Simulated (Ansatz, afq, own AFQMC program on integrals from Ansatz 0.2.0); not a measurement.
BS⁺, triplet: AFQMC among the cluster methods

```xyz
2

B     0.0000    0.0000    0.0000
S     0.0000    0.0000    1.7033
```

Basis cc-pVDZ. Noble-gas cores (and the filled d shells of Ga–Kr and In–Xe) are frozen. Ansatz 0.2.0 and our own AFQMC program on the same integrals; the CISD trial comes from CCSD amplitudes, and released means the phaseless constraint is let go. Free AFQMC starts from the CCSD state and is never constrained. Its projection time is finite, and what remains of the start isn't in its error. ± is one standard error of the sampling.

Determinant: UHF, the one that the program's search chose, which needn't be the lowest solution. The geometry is a PBE0/def2-TZVP stationary point of this or a neighbouring charge and spin state.

No full CI on the walks' own integrals is used here; CCSDT(Q) serves as the reference and is uncertain by about the last step of the cluster series.

Cautions: lower spins were not checked.

```
T1 diagnostic                               : 0.0287
weight of the determinant in the CISD state : 0.894
⟨S²⟩ of the determinant                     : 2.014
size of the correlated space                : 8 electrons in 26 orbitals
```

| level | correlation energy (eV) |
| --- | --- |
| MP2 | -3.7563 |
| CCSD | -4.4566 |
| CCSD(T) | -4.6503 |

Task: Estimate where phaseless AFQMC with the Hartree–Fock trial lies against CCSD(T) on the same integrals.

Result: 0.4 ± 4.2 kJ/mol above CCSD(T). The gap is under twice the noise, so this walk alone can't tell the two apart.

Reference: CCSDT(Q), correlation energy -4.704 eV. The released energy is read at 2.40 1/Eh (meV from the phaseless value at times in 1/Eh: -4 ± 9 at 0.24, -10 ± 8 at 0.51, -22 ± 9 at 0.99, -34 ± 12 at 1.62, -37 ± 19 at 2.40).

| level | E − E(reference) (kJ/mol) | share of correlation (%) |
| --- | --- | --- |
| CCSD(T) | 5.2 | 98.86 |
| CCSDT | 1.3 | 99.71 |
| ph-AFQMC/HF | 5.6 ± 4.2 | 98.78 |
| ph-AFQMC/CISD | 2.2 ± 0.9 | 99.51 |
| released AFQMC | -1.3 ± 1.8 | 100.29 |
| free AFQMC | 0.0 ± 1.6 | 100.01 |

Free projections are given only where their last times agree within the noise and don't stop above the reference; a slow remainder of the start can still hide under it. A walk keeps the symmetry of its determinant, which the program's search chose and which needn't be the lowest solution, so a lower state of the same spin and another symmetry isn't excluded. Released energies are given only where the last usable release times agree within the noise; a slower fall can still hide under it.
